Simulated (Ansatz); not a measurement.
Rock-salt HfC, treated with PBE-D3(BJ) (Ansatz, an electronic-structure program, plane waves, PAW).

The input as run:

Ansatz 0.2 input:
```yaml
crystal:
  lattice:
    - [0.0, 2.3097701161, 2.3097701161]
    - [2.3097701161, 0.0, 2.3097701161]
    - [2.3097701161, 2.3097701161, 0.0]
  atoms:
    - { symbol: Hf, position: [0.0, 0.0, 0.0] }
    - { symbol: C, position: [0.5, 0.5, 0.5] }
basis:
  ecutwfc: 520
  ecutrho_ratio: 4
  xc_grid: 2
kpoints:
  mp_grid: { grid: [20, 20, 20] }
hamiltonian:
  xc: pbe
  dispersion: d3bj
  pseudopotentials: { kind: paw }
scf:
  occupations: { method: fermi_dirac, width: 0.05 }
  convergence: { dr2_threshold: 0.0000000002 }
output:
  forces: true
  stress: true
  eigenvalues: true
```

From the output:

```
Crystal: 2 atoms, lattice volume = 24.645 Å³
Basis set: ecut = 520 eV, 645 PW (Γ), exchange–correlation on 50×50×50 points (8 copies of the dense FFT grid, shifted against one another)
Bands: 19, of which v1, the nominal top of the filled ones, is band 15 counted from 1 (14 counted from 0)
Symmetry: 48 space group operations
Space group: Fm-3m (ITA 225), of the structure as read, at distance tolerance 2.9e-5 Å
k-points: 256 of 8000
Functional: x = pbe(κ = 0.804, μ = 0.2195149727645171), c = pbe(β = 0.06672455060314922)
SCF iter   1: F=—  HF=-15974.870718 eV  |F-HF|=—  |Δ(HF+E_count)|=         —  Δρ=1.60e-3  dr2=5.97e-4
SCF iter   2: F=—  HF=-15974.870564 eV  |F-HF|=—  |Δ(HF+E_count)|=   1.54e-4  Δρ=7.33e-4  dr2=5.53e-5
  ...
SCF iter   7: F=—  HF=-15974.870578 eV  |F-HF|=—  |Δ(HF+E_count)|=   3.63e-9  Δρ=4.17e-6  dr2=1.90e-9
SCF iter   8: F=-15974.870578 eV  HF=-15974.870578 eV  |F-HF|=1.09e-10  |Δ(HF+E_count)|=  1.27e-10  Δρ=4.97e-7  dr2=3.35e-11
SCF 1 converged in 8 iterations: F = -15974.870578 eV  dr2 = 3.35e-11
SCF converged after 8 iterations
Free energy (F): -15974.870578 eV
Internal energy: -15974.868648 eV  (E = F + TS)
E sigma→0 (E₀):  -15974.869613 eV
Fermi energy:    20.566433 eV
--- Forces (eV/Å), atoms counted from 1 ---
  atom   1  Hf    -0.00000000     0.00000000    -0.00000000
  atom   2  C      0.00000000    -0.00000000     0.00000000
--- Stress (GPa, compression-positive) ---
       -0.000046       0.000000       0.000000
        0.000000      -0.000046      -0.000000
       -0.000000       0.000000      -0.000046
  P = ⅓ Tr σ = -0.0000 GPa (-0.000 kbar)
```
